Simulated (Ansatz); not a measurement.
This Ansatz (a first-principles code) input (PBE0/pcseg-0) gives -108.49511 Eh with 18 basis functions. A basis named .json is the Basis Set Exchange file of that set (core-valence sets with the plain set on hydrogen).

Ansatz 0.2 input:
```yaml
crystal:
  periodic: [false, false, false]
  atoms:
    - {symbol: N, position_ang: [-0.00000000, -0.00000000, -0.55206952]}
    - {symbol: N, position_ang: [0.00000000, 0.00000000, 0.55206952]}
basis:
  gaussian:
    orbitals: pcseg-0.json
hamiltonian:
  xc: {name: PBE0}
total_charge: 1
magnetization: {spin_polarized: true, initial_magnetization: 1}
```

Change:
```diff
- orbitals: pcseg-0.json
+ orbitals: jun-cc-pV_T+d_Z.json
```

### Question
What does the run give now?

### Answer
-108.86437 Eh (PBE0/jun-cc-pV(T+d)Z, 78 functions), a change of -369.26 mEh.
